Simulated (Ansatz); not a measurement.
## Reading a saddle point

A first-order saddle point of C2H7Al, singlet, PBE0-D4/def2-TZVP, with one imaginary mode of 685i cm⁻¹:

```xyz
10
angstrom
Al -0.1802 -0.9990 0.7712
H 0.8429 -1.2555 -0.5120
H -1.5546 -1.7384 0.5047
H 0.6648 -0.9011 2.1066
C -0.4092 1.0087 0.0391
C 0.4678 0.4266 -0.8699
H -0.0226 1.6475 0.8233
H -1.4575 1.1059 -0.2145
H 1.5323 0.6197 -0.8120
H 0.1164 0.0856 -1.8364
```

Ansatz 0.2.0; basis: def2-TZVPP and def2-QZVPP; cores frozen in the correlated methods. Extrapolation: Hartree–Fock as exp(−7.88 √X), correlation as X^−2.97.

(1) Which contacts change along the imaginary mode, and what lies on either side? (A judgement: the text doesn't fix the answer.)

(2) Which side is lower, and how far does the saddle lie above each? (To be estimated.)

The T1 diagnostic stays at or below 0.016. The start structure is not quite a true minimum (one mode of 83i cm⁻¹).

## Answers

(1) Computed: The step is C₂H₄ (C=C) + AlH₃ → C₂H₇Al ([CH3][CH2][AlH2]), with the molecules in contact on both sides. Shortening one way: Al1–C5, H2–C6; lengthening the same way: Al1–H2.
```json
{"pair": "Al1–C5", "one side (Å)": "2.51", "saddle (Å)": "2.15", "other side (Å)": "1.96"}
{"pair": "H2–C6", "one side (Å)": "2.68", "saddle (Å)": "1.76", "other side (Å)": "1.09"}
{"pair": "Al1–H2", "one side (Å)": "1.60", "saddle (Å)": "1.66", "other side (Å)": "3.20"}
```

(2) By the calculation: The side with Al1–C5, H2–C6 short is lower by 0.884 eV; the saddle lies 1.390 eV above it and 0.505 eV above the other (CCSD(T) at an estimated basis limit (MP2 extrapolated from triple and quadruple zeta, plus CCSD(T) − MP2 in triple zeta); electronic energies).

Labels in which every atom is bracketed show which atoms are joined, not bond orders.

For scale, one of the runs: CCSD(T)/def2-TZVPP, 202 basis functions, launched by `ansatz run in.yaml --threads 2 --pin off --events-out ev --progress --plain --max-ram 4352MiB`. The run took 43 s on 2 CPU threads of an Arm Neoverse V1 (shared host), with 2.4 GiB of host memory at its peak.
